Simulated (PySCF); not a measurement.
**Gas-phase thermal properties of (CH3)2SiH2**

Computed with PySCF (xtb for GFN2) and rigid-rotor harmonic-oscillator thermochemistry at 1 bar. 6-31G* has spherical d functions here. All species are closed-shell singlets. B3LYP is the form with VWN-RPA correlation. The harmonic model lacks anharmonicity and excited electronic states, which grow with temperature; levels with a mode under 35 cm⁻¹ are left out. Internal rotation in (CH3)2SiH2 is treated as a harmonic vibration of one conformer, which makes the entropy rough.

```csv
level,point group,σ,ZPE (kJ/mol),S°298 (J/mol/K),Cp298 (J/mol/K),S°1000 (J/mol/K),H1000 − H298 (kJ/mol)
B3LYP/6-31G*,C2v,2,238.5,297.7,90.2,464.1,103.4
GFN2-xTB,C2v,2,233.7,303.2,92.7,472.0,104.7
HF/6-31G*,C2v,2,252.5,294.6,85.7,454.3,99.5
PBE/def2-SVP,C2v,2,229.4,299.0,93.7,470.6,106.4
PBE0/def2-TZVP,C2v,2,236.2,297.3,91.2,465.5,104.4
```
σ: rotational symmetry number. Electronic degeneracy used: 1. Frequencies are unscaled.
